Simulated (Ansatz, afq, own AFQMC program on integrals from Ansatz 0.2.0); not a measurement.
**Atomization energy of GeH$_{3}$, doublet**

```xyz
4

Ge    0.0000    0.0000   -0.0187
H     1.4650    0.0169    0.4526
H    -0.7483    1.2611    0.4484
H    -0.7191   -1.2778    0.4488
```

Atoms in their ground-state spins without spin–orbit coupling (mostly on UHF) minus the molecule (ROHF), without zero-point energy. The geometry is a stationary point, not shown to be a minimum.

Basis cc-pVDZ. Noble-gas cores (and the filled d shells of Ga–Kr and In–Xe) are frozen. Ansatz 0.2.0 and our own AFQMC program on the same integrals; the CISD trial comes from CCSD amplitudes, and released means the phaseless constraint is let go. Error bars are statistical, one sigma. No spin–orbit coupling. The errors of all members are added in quadrature.

No full CI on the walks' own integrals is used here; CCSDT(Q) serves as the reference and is uncertain by about the last step of the cluster series. Each member takes its own surest rung, up to full CI.

The best estimate is CCSD(T) at the basis-set limit (CBS: def2-TZVPP and def2-QZVPP, with their diffuse functions for anions and beside diffuse sets, CCSD(T) itself extrapolated) plus the step from CCSD(T) to CCSDT(Q) in cc-pVDZ. Rows without CBS are in cc-pVDZ, the functionals in def2-TZVP; B2PLYP and the wave-function rows carry a basis error of their own. Core correlation and relativity beyond core potentials are missing, and ± holds the sampling alone.

Cautions: inner d shell frozen; no relativity below Rb; no spin-orbit coupling; other spins of the molecule weren't checked.

Best estimate: 863.7 kJ/mol.

| level | atomization energy (kJ/mol) | error against the best estimate (kJ/mol) |
| --- | --- | --- |
| HF | 638.9 | -224.8 |
| MP2 | 775.3 | -88.4 |
| CCSD | 800.2 | -63.4 |
| CCSD(T) | 803.9 | -59.8 |
| CCSDT | 804.7 | -59.0 |
| CCSDT(Q) | 804.7 | -59.0 |
| ph-AFQMC/CISD | 805.3 ± 0.4 | -58.4 ± 0.4 |
| released AFQMC | 805.1 ± 0.3 | -58.6 ± 0.3 |
| CCSD(T)/CBS | 863.2 | -0.4 |
| PBE | 840.8 | -22.9 |
| r2SCAN | 871.7 | 8.0 |
| PBE0 | 844.0 | -19.7 |
| B3LYP | 858.1 | -5.6 |
| wB97M-V | 856.3 | -7.3 |
| B2PLYP | 841.6 | -22.0 |

Correlation beyond CCSD(T) adds 0.4 kJ/mol. Going to the basis-set limit adds 59.4 kJ/mol at CCSD(T). The perturbative (T) step is worth +3.6 kJ/mol.

Best estimates are given only where the step beyond CCSD(T) is under 0.3 eV and no member's determinant is very poor (T1 over 0.05, or 0.07 for open shells, ⟨S²⟩ too high by 0.3, two states mixed), so the hardest cases are missing from such tables.

The functionals ran in a triple-zeta set and keep a basis error of their own, a few kJ/mol for each bond in atomization energies and more for double hybrids, so close places among them and the extrapolated levels can swap.

CCSDT and higher add their correlation energy to the determinant of the CCSD(T) run, since their own runs factorise the integrals more tightly (a shift of under 2 meV). Each member of a difference takes its own highest rung, so a best estimate needn't equal the limit plus the step of one row. A walk keeps the symmetry of its determinant, which the program's search chose and which needn't be the lowest solution, so a lower state of the same spin and another symmetry isn't excluded. Released energies are given only where the last usable release times agree within the noise; a slower fall can still hide under it.
